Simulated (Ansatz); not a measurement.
A made-up structure of C2H5Si, doublet:

```
8
angstrom
C -1.3234 0.3553 -0.8308
Si 0.0535 0.6026 -0.3655
C 0.5378 -0.5773 0.6180
H -2.1966 0.2345 -1.1501
H 1.0085 1.8344 -0.7290
H 0.7244 -0.0131 1.5537
H 1.4049 -0.9806 0.0575
H -0.2091 -1.4558 0.8462
```

It is relaxed with PBE-D4/def2-SVP and then PBE0-D4/def2-TZVP (Ansatz 0.2.0). Atoms count as bonded within 1.22 times the sum of their covalent radii (H–H: 0.88 Å). The end point is not checked to be a true minimum.

Question: Does its bonding change? (Judge from chemistry; the calculation decides.)

Answer: Computed: No: no bond forms or breaks.

Where it ends: The first stage lowers the energy by 3.58 eV in 8 steps. It ends as C₂H₅Si ([CH][SiH][CH3]):
| atom | x (Å) | y (Å) | z (Å) |
| --- | --- | --- | --- |
| C1 | -1.5794 | 0.5088 | -1.0468 |
| Si2 | -0.0408 | 0.6047 | -0.4099 |
| C3 | 0.7161 | -0.6448 | 0.7427 |
| H4 | -2.5620 | 0.4823 | -1.4761 |
| H5 | 0.8449 | 1.7445 | -0.7452 |
| H6 | 0.9917 | -0.1750 | 1.6900 |
| H7 | 1.6221 | -1.0709 | 0.3047 |
| H8 | 0.0074 | -1.4495 | 0.9405 |

Labels in which every atom is bracketed show which atoms are joined, not bond orders.

For scale, one of the runs: PBE0-D4/def2-TZVP relaxation, 129 basis functions, launched by `ansatz run in.yaml --threads 2 --pin off --events-out ev --progress --plain --max-ram 4352MiB`. Hardware: 2 CPU threads of an Arm Neoverse N1, shared host. Wall time about 27 s.
